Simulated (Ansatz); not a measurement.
**Worked example: building the atomization energy of C3H6, singlet**

Measured: the G2/97 heats of formation, with zero-point and thermal terms from B3LYP taken off, give an electronic atomization energy of 853.2 kcal/mol (Curtiss et al., J. Chem. Phys. 106, 1063 (1997); Staroverov et al., J. Chem. Phys. 119, 12129 (2003)). The calculation below tries to reproduce it.

Geometry (MP2(full)/6-31G*, from the G2/97 set):

```yaml
atoms:
  - { symbol: C, position_ang: [0.0000, 0.8670, 0.0000] }
  - { symbol: C, position_ang: [0.7508, -0.4335, 0.0000] }
  - { symbol: C, position_ang: [-0.7508, -0.4335, 0.0000] }
  - { symbol: H, position_ang: [0.0000, 1.4558, 0.9105] }
  - { symbol: H, position_ang: [0.0000, 1.4558, -0.9105] }
  - { symbol: H, position_ang: [1.2607, -0.7279, -0.9105] }
  - { symbol: H, position_ang: [1.2607, -0.7279, 0.9105] }
  - { symbol: H, position_ang: [-1.2607, -0.7279, 0.9105] }
  - { symbol: H, position_ang: [-1.2607, -0.7279, -0.9105] }
```

Atomization energies (atoms less molecule, kcal/mol) from Ansatz 0.2.0, frozen cores, restricted molecule, unrestricted atoms, sets cc-pVDZ, cc-pVTZ, cc-pVQZ:

```json
{"level": "HF", "DZ": "635.03", "TZ": "644.72", "QZ": "645.64"}
{"level": "CCSD(T)", "DZ": "794.72", "TZ": "833.99", "QZ": "844.34"}
{"level": "CCSDT", "DZ": "794.52", "TZ": "833.31", "QZ": "–"}
{"level": "CCSDT(Q)", "DZ": "795.02", "TZ": "833.86", "QZ": "–"}
```

**Question.** Extrapolate Hartree–Fock with exp(−5.46 √X) and the CCSD(T) correlation part with X⁻³ (X = 3, 4), add each higher step from the largest set that has it, and compare with the measured value.

**Answer.** Hartree–Fock: 645.64 + (645.64 − 644.72) × 0.301 = 645.92.
Correlation: TZ 189.27, QZ 198.70; (64 × 198.70 − 27 × 189.27) / 37 = 205.58.
Full triples (TZ): 833.31 − 833.99 = -0.68.
(Q) (TZ): 833.86 − 833.31 = 0.55.
Sum: 851.4 kcal/mol, 1.8 below the measured 853.2.

The steps beyond CCSD(T) add -0.13 kcal/mol, while going from QZ to the limit adds 7.16. Core correlation, scalar relativity, spin–orbit terms and the relaxation from this MP2 geometry are missing from the sum, and the measured value has its own uncertainty.
